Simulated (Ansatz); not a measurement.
# BH4 (quartet): the correlation ladder, def2-QZVPP

An exercise on one series of results from a longer session: the logs are not shown, and one member is left open.

The runs use Ansatz 0.2.0, Gaussian basis; def2-QZVPP, core rule «outside noble gas», up to 1 orbitals frozen.

Plan: UHF; ROHF; CCSD(T) on UHF.

2 further runs of the same task are left out: 2 set aside as unsound or not needed. Runs told in other sessions of the task aren't counted.

## The system

The geometry is a PBE0/def2-TZVP stationary point (not a proven minimum) of the parent state, kept for this charge and spin.

5 atoms, charge 0, spin multiplicity 4.

Atoms are counted from 1 here; the program's logs count them from 0.

Bond lengths: B1–H2 1.220 Å, B1–H3 1.220 Å, B1–H4 1.220 Å, B1–H5 1.220 Å. Angles: H2–B1–H3 96.8°, H2–B1–H4 96.8°, H2–B1–H5 139.9°, H3–B1–H4 139.9°, H3–B1–H5 96.8°, H4–B1–H5 96.8°.

Coordinates:

```xyz
5
BH4
B     0.0000    0.0000    0.0000
H     0.4147    0.8125    0.8107
H    -0.4243   -0.8077    0.8105
H    -0.4128    0.8086   -0.8154
H     0.4225   -0.8134   -0.8057
```

Set-up of the first run:

Input file in.yaml:

```yaml
crystal:
  periodic: [false, false, false]
  atoms:
    - {symbol: B, position_ang: [0.000000, 0.000000, 0.000000]}
    - {symbol: H, position_ang: [0.414685, 0.812495, 0.810653]}
    - {symbol: H, position_ang: [-0.424327, -0.807694, 0.810461]}
    - {symbol: H, position_ang: [-0.412812, 0.808646, -0.815443]}
    - {symbol: H, position_ang: [0.422454, -0.813448, -0.805671]}
basis:
  gaussian: {orbitals: "def2-QZVPP.json"}
magnetization: {spin_polarized: true, initial_magnetization: 3}
hamiltonian: {xc: hf}
output: {orbitals: {seedname: orbitals}}
```

Run with:

```console
> ansatz run in.yaml --threads 1 --pin off --events-out ev --progress --plain --max-ram 2393MiB
```

Steps of the session up to this table: UHF; ROHF; CCSD(T) on UHF.

One of the session's tables, all rows but one given; the rest of the session is left out.

It belongs to the step «Misses and costs». 

```
  method  from UCCSD(T) (meV)
    ROHF              +4193.7
     UHF              +4115.7
    UMP2                    ?
   UCCSD               +139.9
UCCSD(T)                    0
```

Q: Estimate the row for UMP2 from the others.

As computed: from UCCSD(T) (meV): +739.4. In the column «from UCCSD(T) (meV)» it lies between UCCSD (+139.9) and UHF (+4115.7).
